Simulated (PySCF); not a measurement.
# C5H9N (Pentanenitrile): the cost of one run

The runs use PySCF 2.14.0, with density-fitted response routines of our own; the level of theory stands in each step. All values are computed, except where a source is named. Atoms are numbered from 0 throughout.

## 1. The molecule as given

15 atoms, charge 0, multiplicity 1; geometry from: MMFF94s. The atoms were then displaced at random by about 0.03 Å, so the start is not that level's minimum.

Bonds of the start (Å): C0–C1 1.43, C1–C2 1.49, C2–C3 1.65, C3–C4 1.36, C4–N5 1.18, C0–H6 1.17, C0–H7 1.09, C0–H8 1.14, C1–H9 1.06, C1–H10 1.10, C2–H11 1.14, C2–H12 1.13, C3–H13 1.06, C3–H14 1.15.

## 2. Geometry optimisation at PBE0-D3(BJ)/def2-SVP

Job settings and geometry (Å):

```
{"job": {"xc": "PBE0", "basis": "def2-SVP", "d3": "d3bj", "grid": 1, "shake": 0.03, "kind": "geom"}, "charge": 0, "multiplicity": 1}
C     -2.109850     0.288980     0.231260
C     -0.929690    -0.355970    -0.263850
C      0.280230     0.241020     0.362380
C      1.703360    -0.459320    -0.103070
C      2.795700     0.085800     0.499910
N      3.741820     0.570820     1.016400
H     -2.113320     1.424180    -0.034080
H     -3.008510    -0.056120    -0.270630
H     -2.292100     0.289660     1.361430
H     -0.852270    -0.266240    -1.318200
H     -1.014540    -1.418110     0.009100
H      0.281060     0.173120     1.500660
H      0.322230     1.348690     0.124050
H      1.635010    -0.376390    -1.161550
H      1.528110    -1.566230     0.147760
```

Run with:

```console
$ OMP_NUM_THREADS=1 python probes_run.py task.json out
```

This one command runs all jobs of the session in turn.

**Question.** How long does this first job take on 1 thread of Arm Neoverse N1, shared host, and how much memory does it need?

About 61 s, with a peak of 0.48 GiB.
